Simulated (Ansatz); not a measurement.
C2H5NO can be A, `C1NCO1`, or B, `CC(N)=O`.

Isolated molecules relaxed with PBE0-D4/def2-TZVP in Ansatz; ΔE leaves out vibrations. CBS: MP2 limit from def2 TZ/QZ plus the TZ coupled-cluster correction, frozen cores. Functionals use def2-TZVPP. One conformer a species, not always the lowest.

A:

```xyz
9

C    -0.9743   -0.2519    0.1460
N    -0.0955    0.9023   -0.0532
C     0.9535   -0.0770   -0.3451
O     0.0353   -1.1649   -0.2764
H    -1.8482   -0.2756   -0.5152
H    -1.2939   -0.4270    1.1834
H     0.0731    1.4256    0.7949
H     1.3984    0.0190   -1.3421
H     1.7515   -0.1506    0.4077
```

B:

Z-matrix (Å, degrees):
```
C
C 1 1.509
H 1 1.091 2 108.4
H 1 1.091 2 113.9 3 121.6
H 1 1.090 2 108.5 3 -116.4
N 2 1.357 1 115.7 3 -115.7
O 2 1.212 1 122.1 3 63.9
H 6 1.002 2 122.4 1 -0.1
H 6 1.005 2 118.3 1 179.1
```

Q: Which is lower in electronic energy at CCSD(T)/CBS, and by how much? (Best estimate.)

A: Computed: B, by 51.5 kcal/mol.

Q: Give E(B) − E(A) in kcal/mol with BLYP-D4, CCSD(T)/def2-SVP, HF/def2-TZVPP, B2PLYP, MP2/def2-TZVPP, PBE-D4, PBE0-D4. (Estimate.)

A: Ansatz gave: BLYP-D4 -56.8, CCSD(T)/def2-SVP -52.7, HF/def2-TZVPP -53.5, B2PLYP -54.7, MP2/def2-TZVPP -52.7, PBE-D4 -53.6, PBE0-D4 -51.7. None reverses the order clearly.

Q: Does the order hold for the free energy at 298.15 K (harmonic terms from PBE0-D4)? (An estimate is asked.)

A: The calculation gave: Yes: G(B) − G(A) = -54.6 kcal/mol, for one conformer each. Modes under 60 cm⁻¹, often nearly free rotors, make the harmonic entropy too high.

Largest T1 diagnostic: 0.014.

From r2SCAN to r2SCAN0 (25 % exact exchange), in def2-TZVPP and without D4, E(B) − E(A) moves by +2.0 kcal/mol. In def2-TZVPP, CCSD(T) changes the Hartree–Fock value by +2.7 kcal/mol (the triples alone add −0.5 kcal/mol) and MP2 by +0.8 kcal/mol.
